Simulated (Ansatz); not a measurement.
Ansatz (a program for electronic structure) input (CCSD(T)/aug-cc-pVDZ):

Ansatz 0.2 input:
```yaml
crystal:
  periodic: [false, false, false]
  atoms:
    - {symbol: C, position_ang: [-0.00000000, -0.00000000, -0.62165074]}
    - {symbol: C, position_ang: [0.00000000, 0.00000000, 0.62165074]}
    - {symbol: H, position_ang: [0.00000000, 0.00000000, 1.70119702]}
    - {symbol: H, position_ang: [-0.00000000, -0.00000000, -1.70119702]}
basis:
  gaussian:
    orbitals: aug-cc-pVDZ
total_charge: 1
magnetization: {spin_polarized: true, initial_magnetization: 1}
correlation: {method: ccsd_t, electrons: outside_noble_gas}
output: {forces: true}
```

End of the output:

```
integrals: 0.06 GiB planned
648 factors; integrals over basis functions are off by at most 1.1e-3 eV
mean field: 0.11 GiB planned
mean field evaluation 1: about -2079.4271 eV, gradient 1.5e1 eV
mean field evaluation 2: about -2079.4272 eV, gradient 1.5e1 eV
mean field evaluation 4: about -2080.8348 eV, gradient 8.9e-1 eV
mean field evaluation 8: about -2080.8419 eV, gradient 8.1e-7 eV
mean field evaluation 16: about -2080.8419 eV, gradient 9.8e-4 eV
mean field evaluation 32: about -2080.8419 eV, gradient 1.1e-6 eV
mean field -2080.84189430 eV, -76.4695291701 hartree, gradient 1.1e-6 eV, S^2 0.754493; 4 other end points of the search recorded, 0 dependent functions left out
2 core orbitals not correlated
reference -2080.84189430 eV, -76.4695291701 hartree; 5, 4 occupied and 57, 58 virtual orbitals, 648 factors
densities: 0.33 GiB planned
second order -5.61587153 eV of doubles, -0.00000000 eV of singles
coupled cluster: 0.24 GiB planned
cycle   1  -6.09505725 eV  change   -4.8e-1 eV  update   5.6e-2
cycle   2  -6.31668938 eV  change   -2.2e-1 eV  update   2.0e-2
cycle   3  -6.33986212 eV  change   -2.3e-2 eV  update   6.3e-3
cycle   4  -6.34150375 eV  change   -1.6e-3 eV  update   2.1e-3
cycle   5  -6.34172232 eV  change   -2.2e-4 eV  update   5.0e-4
cycle   6  -6.34180680 eV  change   -8.4e-5 eV  update   1.3e-4
cycle   7  -6.34184073 eV  change   -3.4e-5 eV  update   3.7e-5
cycle   8  -6.34183840 eV  change    2.3e-6 eV  update   1.1e-5
cycle   9  -6.34183620 eV  change    2.2e-6 eV  update   3.7e-6
cycle  10  -6.34183669 eV  change   -4.9e-7 eV  update   1.1e-6
cycle  11  -6.34183689 eV  change   -2.0e-7 eV  update   3.5e-7
cycle  12  -6.34183669 eV  change    2.0e-7 eV  update   1.1e-7
perturbative correction -0.22182444 eV, -0.0081518980 hartree
the calculation of the forces begins
Total energy: -2087.40555544 eV, -76.7107392679 hartree
Atom 0 at    -0.000000    -0.000000    -0.621651 Å, force     0.000000     0.000000    -2.198044 eV/Å
Atom 1 at     0.000000     0.000000     0.621651 Å, force     0.000000    -0.000000     2.198044 eV/Å
Atom 2 at     0.000000     0.000000     1.701197 Å, force    -0.000000     0.000000     0.519742 eV/Å
Atom 3 at    -0.000000    -0.000000    -1.701197 Å, force    -0.000000     0.000000    -0.519742 eV/Å
Dipole moment:    -0.000000    -0.000000    -0.000000 e Å
```
